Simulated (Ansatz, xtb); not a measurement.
C2H5F2N+: which of two isomers lies lower

We compare I, the doublet with the links of `[NH3+]C[C](F)F`, with II, the doublet with the links of `[NH3+][CH]C(F)F`. Both are isolated ions in the gas phase, relaxed with B3LYP-D3(BJ)/def2-SVP; the shapes shown needn't be the lowest conformers.

I (Å):

```tsv
atom	x (Å)	y (Å)	z (Å)
C	-0.3282	1.3142	0.5450
C	0.6916	0.5143	-0.1866
F	1.7736	0.2217	0.5100
F	0.2180	-0.5361	-0.8298
N	-0.9305	0.5014	1.7040
H	-1.3804	-0.3596	1.3554
H	-0.1985	0.2164	2.3736
H	-1.6409	1.0370	2.2257
H	0.1214	2.2150	0.9833
H	-1.1578	1.5917	-0.1185
```

II (Å):

| atom | x (Å) | y (Å) | z (Å) |
| --- | --- | --- | --- |
| C | -0.7621 | 1.0501 | 1.2602 |
| C | 0.0003 | 1.4532 | 0.0369 |
| F | 1.2833 | 1.0299 | 0.2117 |
| F | -0.5121 | 0.7803 | -1.0233 |
| N | -0.4827 | -0.3196 | 1.6964 |
| H | -0.9948 | -1.0244 | 1.1307 |
| H | -0.7246 | -0.4798 | 2.6869 |
| H | 0.5290 | -0.5133 | 1.5698 |
| H | -1.6811 | 1.5145 | 1.6225 |
| H | -0.0203 | 2.5374 | -0.1538 |

Quicker runs give these differences E(II) − E(I): GFN2-xTB +30.0 kJ/mol; HF/STO-3G +58.3 kJ/mol (at GFN2-xTB geometries); r2SCAN-D4/def2-SVP +18.1 kJ/mol (at GFN2-xTB geometries).

Q: Estimate E(II) − E(I) at the level CCSD(T)/def2-SVP + ΔMP2/def2-TZVPP.

A: Calculated at CCSD(T)/def2-SVP + ΔMP2/def2-TZVPP: E(II) − E(I) = +16.8 kJ/mol, so structure I lies lower.

How the difference moves with the method:

```json
{"level": "GFN2-xTB", "geometry": "GFN2-xTB", "E(II) − E(I) (kJ/mol)": "+30.0", "departure from the last row (kJ/mol)": "+13.1", "job, with rough time for the two": "optimisation, 0.14 s"}
{"level": "HF/STO-3G", "geometry": "GFN2-xTB", "E(II) − E(I) (kJ/mol)": "+58.3", "departure from the last row (kJ/mol)": "+41.5", "job, with rough time for the two": "single point, 0.38 s"}
{"level": "r2SCAN-D4/def2-SVP", "geometry": "GFN2-xTB", "E(II) − E(I) (kJ/mol)": "+18.1", "departure from the last row (kJ/mol)": "+1.3", "job, with rough time for the two": "single point, 3.8 s"}
{"level": "B3LYP-D3(BJ)/def2-SVP", "geometry": "B3LYP-D3(BJ)/def2-SVP", "E(II) − E(I) (kJ/mol)": "+21.9", "departure from the last row (kJ/mol)": "+5.1", "job, with rough time for the two": "optimisation, 47 s"}
{"level": "HF/def2-SVP", "geometry": "B3LYP-D3(BJ)/def2-SVP", "E(II) − E(I) (kJ/mol)": "+6.7", "departure from the last row (kJ/mol)": "−10.2", "job, with rough time for the two": "part of the CCSD(T) run"}
{"level": "MP2/def2-SVP", "geometry": "B3LYP-D3(BJ)/def2-SVP", "E(II) − E(I) (kJ/mol)": "+19.2", "departure from the last row (kJ/mol)": "+2.4", "job, with rough time for the two": "part of the CCSD(T) run"}
{"level": "CCSD(T)/def2-SVP", "geometry": "B3LYP-D3(BJ)/def2-SVP", "E(II) − E(I) (kJ/mol)": "+17.9", "departure from the last row (kJ/mol)": "+1.1", "job, with rough time for the two": "single point"}
{"level": "CCSD(T)/def2-SVP + ΔMP2/def2-TZVPP", "geometry": "B3LYP-D3(BJ)/def2-SVP", "E(II) − E(I) (kJ/mol)": "+16.8", "departure from the last row (kJ/mol)": "", "job, with rough time for the two": "single point, 42 s"}
```

As drawn, both hold the same kinds of bond in the same numbers.

None of the levels shown reverses the order. The largest departure from CCSD(T)/def2-SVP + ΔMP2/def2-TZVPP is that of HF/STO-3G, 41.5 kJ/mol. The last row adds to CCSD(T) the change of the MP2 difference between the two basis sets, here −1.1 kJ/mol.

With harmonic frequencies from B3LYP-D3(BJ)/def2-SVP (ideal gas, rigid rotor, one conformer each, 298.15 K, 1 atm): the zero-point term adds −3.8 kJ/mol; ΔH is +13.4 and ΔG +13.1 kJ/mol.

Open shells are spin-unrestricted. The correlated steps freeze 5 core orbitals. Mirror images aren't counted in ΔG. Programs: Ansatz 0.2.0, xtb 6.7.1; the last row on 2 threads of Intel(R) Xeon(R) 6975P-C (Granite Rapids) on a shared host.
